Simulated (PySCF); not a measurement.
# Working out the ionisation energy of Ne

Ne [Ne] (1S) → Ne⁺ [He] 2s2 2p5 (2P). Calculation: PySCF 2.14, in aug-cc-pwCVTZ; no relativity, point nucleus. Frozen: 1s2. Energies in hartree (1 hartree = 27.21139 eV):

```csv
part,Ne (lower),Ne⁺ (upper)
UHF,-128.533294,-127.809780
CCSD correlation,-0.282765,-0.220100
(T),-0.005674,-0.003039
```

Problem. What does Hartree-Fock give?

Solution. (-127.809780) − (-128.533294) = 0.723514 hartree = 19.688 eV.

Problem. What do CCSD and CCSD(T) give?

Solution. The CCSD correlation energies differ by 0.062665 hartree = 1.705 eV and the triples by 0.002635 hartree = 0.072 eV, so CCSD gives 21.393 eV and CCSD(T) 21.465 eV.

Measured between the centres of the two terms (NIST): 21.597 eV, so CCSD(T) (valence) is off by -0.132 eV.

What remains against the reference includes basis incompleteness, the frozen core and higher excitations.
